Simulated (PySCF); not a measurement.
# MgN2H4 (SMILES [NH2][Mg][NH2]) at 4 levels

Wanted: a comparison of 4 runs (B3LYP/6-31G*, B3LYP/def2-SVP, B2PLYP/pcseg-2, CCSD(T)/6-31+G*) of MgN2H4. 

The results are computed with PySCF 2.14.0.

## (1) The system as given

MgN2H4: 7 atoms, total charge 0, spin state singlet. As SMILES, `[NH2][Mg][NH2]`. The coordinates come from a PBE0-D4/def2-TZVP relaxation.

Bond lengths: N1–Mg2 1.886 Å, Mg2–N3 1.886 Å, N1–H4 1.009 Å, N1–H5 1.009 Å, N3–H6 1.009 Å, N3–H7 1.009 Å. Angles: N1–Mg2–N3 180.0°, Mg2–N1–H4 126.5°, Mg2–N1–H5 126.5°, Mg2–N3–H6 126.5°, Mg2–N3–H7 126.5°, H4–N1–H5 107.1°, H6–N3–H7 107.1°.

## (2) Energy and gradient at B3LYP/6-31G(d) (Cartesian functions) (run 1)

File geometry.xyz:

```xyz
7

N     -1.567200    -0.033600    -1.042200
Mg     0.008800    -0.009600    -0.006700
N      1.584700     0.014200     1.029100
H     -2.312000    -0.711700    -0.984600
H     -1.824400     0.629300    -1.757900
H      2.457500    -0.438600     0.803100
H      1.713700     0.482100     1.913500
```

File job.py:

```python
from pyscf import gto, dft

system = gto.Mole()
system.atom = 'geometry.xyz'
system.max_memory = 1860
system.verbose = 4
system.cart = True
system.basis = '6-31g*'
system.build()

myscf = dft.RKS(system, xc='b3lyp')
myscf.conv_tol = 1e-10
myscf.grids.level = 5
myscf.kernel()
if not myscf.converged:
    myscf = myscf.newton().run(myscf.mo_coeff, myscf.mo_occ)

energy = myscf.e_tot
print('Final energy', energy)
grad = myscf.nuc_grad_method().kernel()
dip = myscf.dip_moment()
pop, q = myscf.mulliken_pop()
```

The run is started by

```
$ OMP_NUM_THREADS=1 python job.py
```

Standard output:

```text
PySCF version 2.14.0

[... 74 lines left out ...]
converged SCF energy = -312.015835733821
Final energy -312.01583573382055
[... 14 lines left out ...]
Dipole moment(X, Y, Z, Debye): -0.00006,  0.00037, -0.00033
[... 26 lines left out ...]
pop of  1 Mg 4px          0.03771
pop of  1 Mg 4py          0.10116
pop of  1 Mg 4pz          0.07414
pop of  1 Mg 3dxx         0.02056
pop of  1 Mg 3dxy         0.04153
pop of  1 Mg 3dxz         0.03999
pop of  1 Mg 3dyy        -0.04020
pop of  1 Mg 3dyz         0.01795
pop of  1 Mg 3dzz        -0.00837
pop of  2  N 1s           1.99173
pop of  2  N 2s           0.76080
pop of  2  N 3s           0.91511
pop of  2  N 2px          0.81120
pop of  2  N 2py          0.86897
pop of  2  N 2pz          0.80676
pop of  2  N 3px          0.56357
pop of  2  N 3py          0.71139
pop of  2  N 3pz          0.56477
pop of  2  N 3dxx         0.01103
pop of  2  N 3dxy         0.00329
pop of  2  N 3dxz         0.00124
pop of  2  N 3dyy        -0.01467
pop of  2  N 3dyz         0.00342
pop of  2  N 3dzz         0.00592
pop of  3  H 1s           0.50844
pop of  3  H 2s           0.19227
pop of  4  H 1s           0.50845
pop of  4  H 2s           0.19226
pop of  5  H 1s           0.50844
pop of  5  H 2s           0.19228
pop of  6  H 1s           0.50847
pop of  6  H 2s           0.19224
 ** Mulliken atomic charges  **
charge of    0N =     -1.00455
charge of    1Mg =      0.81192
charge of    2N =     -1.00453
charge of    3H =      0.29929
charge of    4H =      0.29929
charge of    5H =      0.29928
charge of    6H =      0.29930
```

Wall time 20 s (1 thread of Intel Xeon at 2.70GHz, shared host); peak memory 0.58 GiB.

## (3) Energy and gradient at B3LYP/def2-SVP (run 2)

File calc.py:

```python
import pyscf.grad
from pyscf import gto, dft

mol = gto.Mole()
mol.atom = '''
N     -2.961579    -0.063495    -1.969473
Mg     0.016630    -0.018141    -0.012661
N      2.994649     0.026834     1.944717
H     -4.369047    -1.344918    -1.860624
H     -3.447616     1.189205    -3.321950
H      4.644002    -0.828834     1.517639
H      3.238424     0.911037     3.615991
'''
mol.basis = 'def2-svp'
mol.spin = 0
mol.unit = 'bohr'
mol.max_memory = 1860
mol.verbose = 3
mol.build()

mf = dft.RKS(mol, xc='b3lyp')
mf.grids.level = 5
mf.conv_tol = 1e-10
mf.kernel()
if not mf.converged:
    mf = mf.newton().run(mf.mo_coeff, mf.mo_occ)

e_final = mf.e_tot
print('E = %.10f Eh' % e_final)
grad = mf.Gradients().kernel()
dip = mf.dip_moment()
pop, q = mf.mulliken_pop()
```

The run is started by

```
$ OMP_NUM_THREADS=1 python calc.py
```

Standard output:

```text
converged SCF energy = -311.88942798303
E = -311.8894279830 Eh
--------------- RKS gradients ---------------
         x                y                z
0 N    -0.0056119745    -0.0000777348    -0.0037033016
1 Mg    -0.0000207898     0.0000017543    -0.0000173015
2 N     0.0056212467     0.0001209034     0.0037568237
3 H     0.0060341393     0.0052887391    -0.0003057384
4 H     0.0022316625    -0.0051765980     0.0057482238
5 H    -0.0070225289     0.0035196165     0.0016193953
6 H    -0.0012325500    -0.0036760409    -0.0070979675
----------------------------------------------
Dipole moment(X, Y, Z, Debye): -0.00003,  0.00037, -0.00036
 ** Mulliken pop  **
pop of  0 N 1s            1.98659
pop of  0 N 2s            0.96835
pop of  0 N 3s            0.51820
pop of  0 N 2px           0.81447
pop of  0 N 2py           0.77890
pop of  0 N 2pz           0.83362
pop of  0 N 3px           0.54340
pop of  0 N 3py           0.47406
pop of  0 N 3pz           0.59492
pop of  0 N 3dxy          0.00321
pop of  0 N 3dyz          0.00205
pop of  0 N 3dz^2         0.00128
pop of  0 N 3dxz          0.00073
pop of  0 N 3dx2-y2       0.00040
pop of  1 Mg 1s           1.99934
pop of  1 Mg 2s           1.98318
pop of  1 Mg 3s           0.42691
pop of  1 Mg 4s           0.00579
pop of  1 Mg 2px          1.99508
pop of  1 Mg 2py          1.98914
pop of  1 Mg 2pz          1.99171
pop of  1 Mg 3px          0.18344
pop of  1 Mg 3py          0.06584
pop of  1 Mg 3pz          0.11678
pop of  1 Mg 4px          0.07769
pop of  1 Mg 4py          0.13590
pop of  1 Mg 4pz          0.11128
pop of  1 Mg 3dxy         0.09518
pop of  1 Mg 3dyz         0.04099
pop of  1 Mg 3dz^2        0.08666
pop of  1 Mg 3dxz         0.03628
pop of  1 Mg 3dx2-y2      0.03742
pop of  2 N 1s            1.98659
pop of  2 N 2s            0.96835
pop of  2 N 3s            0.51819
pop of  2 N 2px           0.79094
pop of  2 N 2py           0.84987
pop of  2 N 2pz           0.78618
pop of  2 N 3px           0.48907
pop of  2 N 3py           0.63804
pop of  2 N 3pz           0.48526
pop of  2 N 3dxy          0.00165
pop of  2 N 3dyz          0.00150
pop of  2 N 3dz^2         0.00253
pop of  2 N 3dxz          0.00072
pop of  2 N 3dx2-y2       0.00125
pop of  3 H 1s            0.71883
pop of  3 H 2s            0.13045
pop of  3 H 2px           0.01599
pop of  3 H 2py           0.01754
pop of  3 H 2pz           0.01247
pop of  4 H 1s            0.71884
pop of  4 H 2s            0.13045
pop of  4 H 2px           0.01117
pop of  4 H 2py           0.01734
pop of  4 H 2pz           0.01748
pop of  5 H 1s            0.71883
pop of  5 H 2s            0.13046
pop of  5 H 2px           0.01773
pop of  5 H 2py           0.01593
pop of  5 H 2pz           0.01233
pop of  6 H 1s            0.71886
pop of  6 H 2s            0.13043
pop of  6 H 2px           0.01039
pop of  6 H 2py           0.01607
pop of  6 H 2pz           0.01954
 ** Mulliken atomic charges  **
charge of    0N =     -0.52016
charge of    1Mg =      0.62141
charge of    2N =     -0.52013
charge of    3H =      0.10473
charge of    4H =      0.10472
charge of    5H =      0.10472
charge of    6H =      0.10471
```

Wall time 17 s (1 thread of Intel Xeon at 2.70GHz, shared host); peak memory 0.66 GiB.

Run 3 isn't shown in full; the table further down has it.

## (4) The energy at CCSD(T)/6-31+G(d) (spherical functions) (run 4)

File input.py:

```python
from pyscf import gto, cc

molecule = gto.Mole()
molecule.atom = '''
N   -1.567200  -0.033600  -1.042200
Mg   0.008800  -0.009600  -0.006700
N    1.584700   0.014200   1.029100
H   -2.312000  -0.711700  -0.984600
H   -1.824400   0.629300  -1.757900
H    2.457500  -0.438600   0.803100
H    1.713700   0.482100   1.913500
'''
molecule.verbose = 3
molecule.basis = '6-31+g*'
molecule.spin = 0
molecule.max_memory = 1860
molecule.charge = 0
molecule.build()

mf = molecule.RHF()
mf.conv_tol = 1e-10
mf.kernel()
if not mf.converged:
    mf = mf.newton().run(mf.mo_coeff, mf.mo_occ)

mycc = cc.CCSD(mf, frozen=3)
mycc.kernel()
e_t = mycc.ccsd_t()
energy = mycc.e_tot + e_t
print('E(%s) = %.9f' % ('CCSD(T)', energy))
dip = mf.dip_moment()
pop, q = mf.mulliken_pop()
```

The run is started by

```
$ OMP_NUM_THREADS=1 python input.py
```

Standard output:

```text
converged SCF energy = -310.848073974068
E(CCSD) = -311.2456181162908  E_corr = -0.3975441422222949
CCSD(T) correction = -0.00884758956341757
E(CCSD(T)) = -311.254465706
Dipole moment(X, Y, Z, Debye): -0.00003,  0.00052, -0.00049
 ** Mulliken pop  **
pop of  0 N 1s            1.99782
pop of  0 N 2s            0.73670
pop of  0 N 3s            0.96662
pop of  0 N 4s           -0.12840
pop of  0 N 2px           0.81989
pop of  0 N 2py           0.77538
pop of  0 N 2pz           0.83082
pop of  0 N 3px           0.66331
pop of  0 N 3py           0.62646
pop of  0 N 3pz           0.70272
pop of  0 N 4px           0.06346
pop of  0 N 4py           0.08146
pop of  0 N 4pz           0.10209
pop of  0 N 3dxy          0.00833
pop of  0 N 3dyz          0.00582
pop of  0 N 3dz^2         0.00323
pop of  0 N 3dxz          0.00157
pop of  0 N 3dx2-y2       0.00093
pop of  1 Mg 1s           1.99972
pop of  1 Mg 2s           1.99903
pop of  1 Mg 3s           0.31090
pop of  1 Mg 4s           0.11225
pop of  1 Mg 5s          -0.00983
pop of  1 Mg 2px          1.99444
pop of  1 Mg 2py          1.99031
pop of  1 Mg 2pz          1.99209
pop of  1 Mg 3px          0.17884
pop of  1 Mg 3py          0.06752
pop of  1 Mg 3pz          0.11583
pop of  1 Mg 4px          0.08622
pop of  1 Mg 4py         -0.00896
pop of  1 Mg 4pz          0.03213
pop of  1 Mg 5px         -0.00324
pop of  1 Mg 5py          0.00258
pop of  1 Mg 5pz          0.00007
pop of  1 Mg 3dxy         0.02837
pop of  1 Mg 3dyz         0.01231
pop of  1 Mg 3dz^2        0.02604
pop of  1 Mg 3dxz         0.05764
pop of  1 Mg 3dx2-y2      0.03826
pop of  2 N 1s            1.99782
pop of  2 N 2s            0.73670
pop of  2 N 3s            0.96662
pop of  2 N 4s           -0.12837
pop of  2 N 2px           0.79822
pop of  2 N 2py           0.84071
pop of  2 N 2pz           0.78716
pop of  2 N 3px           0.62725
pop of  2 N 3py           0.73529
pop of  2 N 3pz           0.62992
pop of  2 N 4px           0.04650
pop of  2 N 4py           0.13271
pop of  2 N 4pz           0.06782
pop of  2 N 3dxy          0.00440
pop of  2 N 3dyz          0.00444
pop of  2 N 3dz^2         0.00640
pop of  2 N 3dxz          0.00160
pop of  2 N 3dx2-y2       0.00303
pop of  3 H 1s            0.49670
pop of  3 H 2s            0.11856
pop of  4 H 1s            0.49671
pop of  4 H 2s            0.11854
pop of  5 H 1s            0.49670
pop of  5 H 2s            0.11857
pop of  6 H 1s            0.49673
pop of  6 H 2s            0.11852
 ** Mulliken atomic charges  **
charge of    0N =     -1.25821
charge of    1Mg =      0.97747
charge of    2N =     -1.25824
charge of    3H =      0.38474
charge of    4H =      0.38475
charge of    5H =      0.38473
charge of    6H =      0.38475
```

Run time: 11 s. Hardware: 1 thread of Intel Xeon at 2.70GHz, shared host; peak memory 0.26 GiB.

## (5) Overview of the runs

```
run                                  level  Cartesian functions      task  energy (Eh)  dipole moment (D) of the reference  HOMO energy (eV)  LUMO energy (eV)  wall time
  1     B3LYP/6-31G* (Cartesian functions)                  yes  gradient  -312.015836                                0.00             -5.55             -0.77       20 s
  2                         B3LYP/def2-SVP                   no  gradient  -311.889428                                0.00             -5.77             -0.89       17 s
  3                         B2PLYP/pcseg-2                   no    energy  -311.882795                                0.00             -7.46             -0.01       35 s
  4  CCSD(T)/6-31+G* (spherical functions)                   no    energy  -311.254466                                0.00             -9.50              0.48       11 s
```

## (6) Results

| quantity | value |
| --- | --- |
| run 4: total energy | -311.25447 Eh |
| run 4: dipole moment (Hartree–Fock density) | 0.00 D |
| run 4: HOMO energy (Hartree–Fock orbitals) | -9.50 eV |
| run 4: LUMO energy (Hartree–Fock orbitals) | 0.48 eV |
| run 4: HOMO–LUMO gap (Hartree–Fock orbitals) | 9.98 eV |
| run 4: correlation energy (3 core orbitals frozen) | -406.4 mEh |
| run 4: (T) correction | -8.85 mEh |
| run 4: T1 diagnostic | 0.012 |

In words: Over runs 1, 2, 3 the HOMO–LUMO gap runs from 4.78 eV (B3LYP/6-31G*) to 7.45 eV (B2PLYP/pcseg-2). The two ends differ in method and basis. A double hybrid's value is that of its SCF part. Totals of different functionals can't be ranked against each other. All runs together took 83 s, the longest 35 s.
